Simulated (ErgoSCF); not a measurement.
**CH4Si (SMILES [CH][SiH3]): levels of theory compared**

Wanted: a comparison of 3 runs (UHF/STO-3G, UHF/def2-SVP, UPBE0/def2-SVP) of CH4Si. 

The results are computed with ErgoSCF 3.8.

## Step 1: The molecule

CH4Si has 6 atoms, charge 0, and is taken as a triplet. As SMILES, `[CH][SiH3]`. The shape is that of a GFN2-xTB optimisation.

Bond lengths: C1–Si2 1.808 Å, C1–H3 1.070 Å, Si2–H4 1.473 Å, Si2–H5 1.473 Å, Si2–H6 1.464 Å. Angles: C1–Si2–H4 110.4°, C1–Si2–H5 110.4°, C1–Si2–H6 109.0°, Si2–C1–H3 147.9°, H4–Si2–H5 108.7°, H4–Si2–H6 109.2°, H5–Si2–H6 109.2°.

## Step 2: The energy at UHF/STO-3G (run 1)

Contents of run.inp:

```
# CH4Si, HF
set_nthreads("env")
molecule_inline
C    1.26103314  -1.61036791   1.38819281
Si  -0.48925009   0.76401627  -0.33748619
H    2.15030046  -3.42699943   1.38135200
H   -2.91796390  -0.27060878  -1.21815525
H    0.96650043   1.62699750  -2.54644375
H   -0.97060113   2.91696235   1.33257817
EOF
basis = "STO-3G"
tmpdir = "."
spin_polarization = 2
scf.use_diagonalization = 1
scf.output_mulliken_pop = 1
scf.max_number_of_iterations = 120
run "HF"
```

The basis set STO-3G is read from a file made from the Basis Set Exchange's data (not shown).

Run with:

```
$ ergo run.inp
```

The log of the run:

```text
[...]
INSC SCF_general constructor, number of basis functions: 18
[...]
INSC Energy   1 =       -266.30919507077
[...]
INDE E_LUMO =          0.33845089894
[...]
INSC Energy  13 =       -325.22745453774  ( diff     -0.000000000013870 )
[...]
RESC CONVERGED after  13 iterations.
RESC FINAL ENERGY:       -325.22745453774
RESC FINAL <S2> =          2.03118983374
[...]
INSC SCF: dipole_moment_x [atomic units] =      -0.02178990
INSC SCF: dipole_moment_y [atomic units] =      -0.00376849
INSC SCF: dipole_moment_z [atomic units] =      -0.07031925
[...]
```

Wall time 2 s (1 thread of Arm Neoverse N1, shared host); peak memory 0.26 GiB.

## Step 3: The energy at UHF/def2-SVP (run 2)

Contents of input.xyz:

```xyz
6

C      0.667310    -0.852170     0.734600
Si    -0.258900     0.404300    -0.178590
H      1.137890    -1.813490     0.730980
H     -1.544120    -0.143200    -0.644620
H      0.511450     0.860970    -1.347520
H     -0.513620     1.543590     0.705170
```

Contents of ergo.in:

```
set_nthreads("env")
molecule "input.xyz"
basis = "def2-SVP"
scf.use_diagonalization = 1
spin_polarization = 2
charge = 0
scf.output_mulliken_pop = 1
tmpdir = "."
scf.max_number_of_iterations = 120
run "HF"
```

The basis set def2-SVP is read from a file made from the Basis Set Exchange's data (not shown).

Run with:

```
$ ergo ergo.in
```

The log of the run:

```text
[...]
INSC SCF_general constructor, number of basis functions: 52
[...]
INSC Energy   1 =       -123.89819758487
[...]
INDE E_LUMO =          0.09899331272
[...]
INSC Energy  19 =       -328.91251092790  ( diff     -0.000000000004036 )
[...]
RESC CONVERGED after  19 iterations.
RESC FINAL ENERGY:       -328.91251092790
RESC FINAL <S2> =          2.02193362311
[...]
INSC SCF: dipole_moment_x [atomic units] =       0.07358153
INSC SCF: dipole_moment_y [atomic units] =      -0.19279338
INSC SCF: dipole_moment_z [atomic units] =      -0.06278554
[...]
```

Wall time 18 s (1 thread of Arm Neoverse N1, shared host); peak memory 0.26 GiB.

## Step 4: A single-point energy at UPBE0/def2-SVP (run 3)

Contents of geom.xyz:

```xyz
6
CH4Si
C      0.667310    -0.852170     0.734600
Si    -0.258900     0.404300    -0.178590
H      1.137890    -1.813490     0.730980
H     -1.544120    -0.143200    -0.644620
H      0.511450     0.860970    -1.347520
H     -0.513620     1.543590     0.705170
```

Contents of job.ego:

```
set_nthreads(1)
molecule "geom.xyz"
XC.angint = 41
tmpdir = "."
basis = "def2-SVP"
XC.sparse_mode = 0
scf.max_number_of_iterations = 120
XC.radint = 1e-11
spin_polarization = 2
scf.use_diagonalization = 1
scf.output_mulliken_pop = 1
run "PBE0"
```

The basis set def2-SVP is read from a file made from the Basis Set Exchange's data (not shown).

Run with:

```
$ ergo < job.ego
```

The log of the run:

```text
[...]
INDF Weighted mixed functional:
[...]
INSC Energy   1 =       -128.83566224046
[...]
INDE E_LUMO =         -0.07365117200
[...]
INSC Energy  17 =       -329.56238048720  ( diff     -0.000000000002615 )
[...]
RESC CONVERGED after  17 iterations.
RESC FINAL ENERGY:       -329.56238048720
RESC FINAL <S2> =          2.00947980396
[...]
INSC SCF: dipole_moment_x [atomic units] =       0.04942657
INSC SCF: dipole_moment_y [atomic units] =      -0.16664917
INSC SCF: dipole_moment_z [atomic units] =      -0.09603044
[...]
```

Wall time 24 s (1 thread of Arm Neoverse N1, shared host); peak memory 0.26 GiB.

## Step 5: All runs side by side

```csv
run,level,integration grid,radint,energy (Eh),dipole moment (D),⟨S²⟩,wall time
1,UHF/STO-3G,–,–,-325.227455,0.19,2.031,2 s
2,UHF/def2-SVP,–,–,-328.912511,0.55,2.022,18 s
3,UPBE0/def2-SVP,Turbo,1e-11,-329.562380,0.50,2.009,24 s
```

## Step 6: Outcome

| quantity | value |
| --- | --- |
| run 3: total energy | -329.56238 Eh |
| run 3: dipole moment | 0.50 D |
| run 3: ⟨S²⟩ | 2.009 |

**Reading.** The dipole moment (its size) runs from 0.19 D (UHF/STO-3G) to 0.55 D (UHF/def2-SVP). In run 1 the basis is minimal, so the values are rough. All runs together took 44 s, the longest 24 s.
